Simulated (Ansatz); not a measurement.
Worked example: correlation energy of GaAs, triplet

Geometry: that of the GaAs, singlet, kept fixed.

```xyz
2

Ga    0.0000    0.0000    0.0000
As    0.0000    0.0000    2.1719
```

Basis cc-pVDZ; Ansatz 0.2.0. Correlated methods freeze the noble-gas cores and the filled d shells of p-block atoms, which leaves 8 electrons in 26 orbitals. Prefix R: restricted or restricted open-shell reference. No spin–orbit coupling is included, and no scalar relativity.

Full CI is exact within this basis and frozen core; it isn't the basis-set limit.

RCCSD has a T1 diagnostic of 0.031 and a largest doubles amplitude of 0.09.

Runs differ by some tens of microhartree through their thresholds and, for an open shell, their frozen cores, so steps under 0.03 kcal/mol mean nothing.

Here the R and U totals at CCSDTQ differ by 0.21 kcal/mol, a measure of how far such totals hang on the determinant and its frozen core.

```csv
level,total energy (hartree)
RHF,-4157.352636
RMP2,-4157.479266
RCCSD,-4157.500398
RCCSD(T),-4157.507353
RCCSDT,-4157.508557
RCCSDT(Q),-4157.509039
RCCSDTQ,-4157.509087
full CI,-4157.509035
```

**Question.** What is the correlation energy at full CI, and what share of it do RMP2 and RCCSDT recover?

**Answer.** E(corr) = -4157.509035 − (-4157.352636) = -0.156399 hartree = -4.256 eV. RMP2: -0.126630 / -0.156399 = 80.97 %. RCCSDT: -0.155921 / -0.156399 = 99.69 %.

**Question.** By how many kcal/mol does RCCSD(T) miss full CI (1 hartree = 627.509 kcal/mol), and which steps make up the rest?

**Answer.** -4157.507353 − (-4157.509035) = 0.001682 hartree = 1.06 kcal/mol. Steps: RCCSDT − RCCSD(T) = -0.76, RCCSDT(Q) − RCCSDT = -0.30, RCCSDTQ − RCCSDT(Q) = -0.03, full CI − RCCSDTQ = 0.03 kcal/mol. Differences between like states or geometries often cancel part of this.
